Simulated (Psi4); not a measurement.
**NH3S (Thiohydroxylamine) at MP2/cc-pCVDZ (ddPCM ethanol, dipole perturbation λ (added as +λ·μ, a field of −λ) (-0, -0.01, -0) a.u.)**

We compute the energy in a field of NH3S (Thiohydroxylamine). 

The calculation is run with Psi4 1.11.

5 further runs of the same task are left out: 1 that didn't finish, 4 set aside as unsound or not needed.

## 1. The system as given

NH3S: 5 atoms, total charge 0, spin state singlet. SMILES: `NS`. Geometry: relaxed at GFN2-xTB (4 decimals). This is one conformer, not always the lowest.

Bond lengths: N1–S2 1.719 Å, N1–H3 1.015 Å, N1–H4 1.015 Å, S2–H5 1.338 Å. Angles: N1–S2–H5 95.5°, S2–N1–H3 109.8°, S2–N1–H4 109.7°, H3–N1–H4 108.9°.

## 2. The energy in a field at MP2/cc-pCVDZ (ddPCM ethanol, dipole perturbation λ (added as +λ·μ, a field of −λ) (-0, -0.01, -0) a.u.)

h3ns.sdf reads:

```

     RDKit          3D

  5  4  0  0  0  0  0  0  0  0999 V2000
   -0.1628   -0.5074   -0.2317 N   0  0  0  0  0  0  0  0  0  0  0  0
    0.1683    0.9544    0.6103 S   0  0  0  0  0  0  0  0  0  0  0  0
    0.0150   -1.3007    0.3754 H   0  0  0  0  0  0  0  0  0  0  0  0
   -1.1360   -0.5247   -0.5192 H   0  0  0  0  0  0  0  0  0  0  0  0
    1.1154    1.3784   -0.2349 H   0  0  0  0  0  0  0  0  0  0  0  0
  2  1  1  0
  3  1  1  0
  4  1  1  0
  5  2  1  0
M  END
$$$$
```

job.py reads:

```python
import psi4
from rdkit import Chem

psi4.set_memory(1600000000)
psi4.set_num_threads(1)
psi4.core.set_output_file('run.log', False)

rd = Chem.SDMolSupplier('h3ns.sdf', removeHs=False, sanitize=False)[0]
xyz = rd.GetConformer().GetPositions()
atoms = '\n'.join(f'{a.GetSymbol()} {x:.4f} {y:.4f} {z:.4f}' for a, (x, y, z) in zip(rd.GetAtoms(), xyz))
molecule = psi4.geometry('0 1\n' + atoms + '\nsymmetry c1\nno_reorient\nno_com')

options = {'basis': 'cc-pCVDZ', 'scf_type': 'direct', 'mp2_type': 'conv', 'perturb_h': True, 'perturb_with': 'dipole', 'perturb_dipole': [-0.0, -0.01, -0.0], 'ddx': True, 'ddx_model': 'pcm', 'ddx_solvent': 'ethanol', 'ddx_radii_set': 'bondi'}
psi4.set_options(options)

energy_value, wavefunction = psi4.energy('mp2', return_wfn=True)
print('E =', round(energy_value, 9))
for k, v in sorted(psi4.core.scalar_variables().items()):
    print(f'{k:45s} {v:18.10f}')
```

The run is started by

```
$ python job.py
```

run.log:

```text
[...]
  Running in c1 symmetry.
[...]
  Nuclear repulsion =   57.644472723845340
[...]
  Multiplicity = 1
[...]
  Nalpha       = 13
  Nbeta        = 13
[...]
    Number of basis functions: 60
[...]
   @DF-RHF iter   1:  -453.65652636760120   -3.74893e-01   5.70523e-03 DIIS/ADIIS
[...]
   @RHF iter  18:  -453.71051899446155   -3.41061e-13   4.87121e-09 DIIS
[...]
    Orbital Energies [Eh]
    ---------------------
    Doubly Occupied:
       1A    -91.961682     2A    -15.577644     3A     -8.961270
       4A     -6.643167     5A     -6.641688     6A     -6.639890
       7A     -1.184806     8A     -0.905407     9A     -0.668589
      10A     -0.572070    11A     -0.544902    12A     -0.399353
      13A     -0.354487
[...]
  @RHF Final Energy:  -453.71051899446155
   => Energetics <=
    Nuclear Repulsion Energy =             57.6444727238453396
    One-Electron Energy =                -740.6711022495387624
    Two-Electron Energy =                 229.3229978224332228
    DD Solvation Energy =                 -0.0068872912013013
    Total Energy =                       -453.7105189944615518
[...]
 Multipole Moments:
 ------------------------------------------------------------------------------------
     Multipole            Electronic (a.u.)      Nuclear  (a.u.)        Total (a.u.)
 ------------------------------------------------------------------------------------
 L = 1.  Multiply by 2.5417464519 to convert [e a0] to [Debye]
 Dipole X            :         -3.0880006            2.9245402           -0.1634604
 Dipole Y            :        -21.3473564           21.3002370           -0.0471194
 Dipole Z            :        -14.6680109           14.6722116            0.0042006
 Magnitude           :                                                    0.1701681
[...]
	SCS-MP2 Total Energy (a.u.)        :  -454.26181921265209
	SOS-MP2 Total Energy (a.u.)        :  -454.21481783977185
	SCSN-MP2 Total Energy (a.u.)       :  -453.95868624326903
[...]
	SOS-PI-MP2 Total Energy (a.u.)     :  -454.29886764732356
[...]
	MP2 Total Energy (a.u.)            :  -454.27177215086073
[...]
```

The script printed:

```text
E = -454.271772151
CURRENT CORRELATION ENERGY                         -0.5612531564
CURRENT ENERGY                                   -454.2717721509
CURRENT REFERENCE ENERGY                         -453.7105189945
DD SOLVATION ENERGY                                -0.0068872912
HF KINETIC ENERGY                                 453.6054637225
HF POTENTIAL ENERGY                              -907.3159827170
HF TOTAL ENERGY                                  -453.7036317033
MP2 CORRELATION ENERGY                             -0.5612531564
MP2 DOUBLES ENERGY                                 -0.5612531564
MP2 OPPOSITE-SPIN CORRELATION ENERGY               -0.4202490378
MP2 SAME-SPIN CORRELATION ENERGY                   -0.1410041186
MP2 SINGLES ENERGY                                  0.0000000000
MP2 TOTAL ENERGY                                 -454.2717721509
NUCLEAR REPULSION ENERGY                           57.6444727238
ONE-ELECTRON ENERGY                              -740.6711022495
PCM POLARIZATION ENERGY                             0.0000000000
PE ENERGY                                           0.0000000000
SCF ITERATION ENERGY                             -453.7105189945
SCF ITERATIONS                                     18.0000000000
SCF TOTAL ENERGY                                 -453.7105189945
SCS(N)-MP2 CORRELATION ENERGY                      -0.2481672488
SCS(N)-MP2 TOTAL ENERGY                          -453.9586862433
SCS-MP2 CORRELATION ENERGY                         -0.5513002182
SCS-MP2 TOTAL ENERGY                             -454.2618192127
SCS-MP2-VDW CORRELATION ENERGY                     -0.6084208277
SCS-MP2-VDW TOTAL ENERGY                         -454.3189398221
SOS-MP2 CORRELATION ENERGY                         -0.5042988453
SOS-MP2 TOTAL ENERGY                             -454.2148178398
SOS-PI-MP2 CORRELATION ENERGY                      -0.5883486529
SOS-PI-MP2 TOTAL ENERGY                          -454.2988676473
TWO-ELECTRON ENERGY                               229.3229978224
```

It took 8.4 s on 1 thread of AMD EPYC 9R45 (Zen 5), shared host; peak memory 0.34 GiB.

## 3. Results

Level: MP2/cc-pCVDZ (ddPCM ethanol, dipole perturbation λ (added as +λ·μ, a field of −λ) (-0, -0.01, -0) a.u.).

| quantity | value |
| --- | --- |
| total energy | -454.27177 Eh |
| HOMO–LUMO gap (Hartree–Fock orbitals) | 13.98 eV |
| correlation energy | -561.3 mEh |
| solvent term in the energy | -18.1 kJ/mol |
